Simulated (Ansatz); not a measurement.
# C₄H₇F: one species, many methods

One table from this session's results is given with a row withheld; the runs are named, their logs left out.

The runs use Ansatz 0.2.0, Gaussian basis; functionals in def2-TZVPP, the program's frozen cores in correlated methods.

Levels to be run: LDA (SPW92), PBE-D4, revPBE-D4, BLYP-D4, r2SCAN-D4, B97M-V, PBE0-D4, B3LYP-D4, r2SCANh-D4, r2SCAN0-D4, HSE06-D4, BHLYP-D4, CAM-B3LYP-D4, LC-ωPBE, ωB97X-V, ωB97M-V, B2PLYP, PBE-QIDH; CCSD(T)/def2-SVP; CCSD(T)/def2-TZVPP; MP2/def2-QZVPP; extrapolation to the limit; RPA on PBE.

## The geometry

The geometry comes from an earlier relaxation with PBE0-D4 in a triple-zeta def2 set; it is a stationary point, not always the lowest conformer.

SMILES `CC1(F)CC1`, 12 atoms, charge 0, spin multiplicity 1.

Atoms are counted from 1 here; the program's logs count them from 0.

Bond lengths: C1–C2 1.492 Å, C1–H6 1.092 Å, C1–H7 1.091 Å, C1–H8 1.092 Å, C2–F3 1.376 Å, C2–C4 1.485 Å, C2–C5 1.485 Å, C4–C5 1.514 Å, C4–H9 1.083 Å, C4–H10 1.082 Å, C5–H11 1.083 Å, C5–H12 1.082 Å. Angles: C2–C1–H6 110.5°, C2–C1–H7 110.3°, C2–C1–H8 110.5°, H6–C1–H7 108.4°, H6–C1–H8 108.6°, H7–C1–H8 108.4°, C1–C2–F3 111.4°, C1–C2–C4 122.8°, C1–C2–C5 122.8°, F3–C2–C4 115.1°, F3–C2–C5 115.1°, C4–C2–C5 61.3°, C2–C4–C5 59.4°, C2–C4–H9 118.4°, C2–C4–H10 116.7°, C5–C4–H9 119.0°, C5–C4–H10 116.8°, H9–C4–H10 115.2° and more.

Geometry (Å):

```
atom     x (Å)     y (Å)     z (Å)
  C1  -1.20027  -0.23107   0.82766
  C2   0.18892  -0.32516   0.29160
  F3   0.94004  -1.23361   1.00130
  C4   0.93708   0.85312  -0.21502
  C5   0.49879  -0.24658  -1.15841
  H6  -1.18674   0.08871   1.87215
  H7  -1.77899   0.49339   0.25255
  H8  -1.70090  -1.20008   0.76600
  H9   0.42922   1.80912  -0.25205
 H10   1.99158   0.89984   0.02485
 H11  -0.31227  -0.05276  -1.84964
 H12   1.27054  -0.91013  -1.52698
```

Set-up of the first run:

in.yaml reads:

```yaml
crystal:
  periodic: [false, false, false]
  atoms:
    - {symbol: C, position_ang: [-1.200271, -0.231073, 0.827656]}
    - {symbol: C, position_ang: [0.188921, -0.325157, 0.291597]}
    - {symbol: F, position_ang: [0.940044, -1.233605, 1.001302]}
    - {symbol: C, position_ang: [0.937077, 0.853122, -0.215023]}
    - {symbol: C, position_ang: [0.498792, -0.246581, -1.158411]}
    - {symbol: H, position_ang: [-1.186744, 0.088712, 1.872149]}
    - {symbol: H, position_ang: [-1.778990, 0.493395, 0.252553]}
    - {symbol: H, position_ang: [-1.700898, -1.200083, 0.765998]}
    - {symbol: H, position_ang: [0.429223, 1.809115, -0.252051]}
    - {symbol: H, position_ang: [1.991579, 0.899840, 0.024848]}
    - {symbol: H, position_ang: [-0.312269, -0.052756, -1.849640]}
    - {symbol: H, position_ang: [1.270537, -0.910127, -1.526977]}
basis:
  gaussian: {orbitals: def2-TZVPP}
hamiltonian: {xc: lda}
output: {orbitals: {seedname: orbitals}}
```

Started as:

```bash
$ ansatz run in.yaml --threads 4 --pin off --events-out ev --progress --plain --max-ram 10444MiB
```

Steps of the session up to this table: LDA; PBE-D4 (GGA); revPBE-D4 (GGA); BLYP-D4 (GGA); r2SCAN-D4 (meta-GGA); B97M-V (meta-GGA); B3LYP-D4 (hybrid); r2SCANh-D4 (hybrid); r2SCAN0-D4 (hybrid); HSE06-D4 (hybrid); BHLYP-D4 (hybrid); CAM-B3LYP-D4 (range-separated); LC-ωPBE (range-separated); ωB97X-V (range-separated); ωB97M-V (range-separated); B2PLYP (double hybrid); PBE-QIDH (double hybrid).

One of the session's tables, all rows but one given; the rest of the session is left out.

It belongs to the step «Orbital energies across the functionals». 

```
  functional  HOMO (eV)  LUMO (eV)  gap (eV)
 LDA (SPW92)      -6.58       0.36      6.94
      PBE-D4      -6.43       0.52      6.96
   revPBE-D4      -6.37       0.60      6.97
     BLYP-D4      -6.35       0.51      6.86
   r2SCAN-D4      -6.69       1.28      7.97
      B97M-V      -6.83       0.71      7.54
     PBE0-D4      -7.86       1.35      9.21
    B3LYP-D4      -7.66       1.01      8.66
  r2SCANh-D4      -7.23       1.54      8.77
  r2SCAN0-D4          ?          ?         ?
    HSE06-D4      -7.46       0.98      8.44
    BHLYP-D4      -9.21       1.94     11.15
CAM-B3LYP-D4      -9.30       2.11     11.41
     LC-ωPBE     -10.63       3.42     14.05
     ωB97X-V     -10.28       3.22     13.50
     ωB97M-V     -10.18       2.78     12.96
```

Q: Estimate the row for r2SCAN0-D4 from the others.

Worked estimate for «HOMO (eV)». Against the share of exact exchange, r2SCAN-D4 (0, -6.69), r2SCANh-D4 (0.1, -7.23) give a slope of -5.40 per unit share; at 0.25 the line stands at -8.04.

**Answer.** HOMO (eV): -8.03; LUMO (eV): 1.89; gap (eV): 9.92. In «HOMO (eV)» the line misses by -0.01.
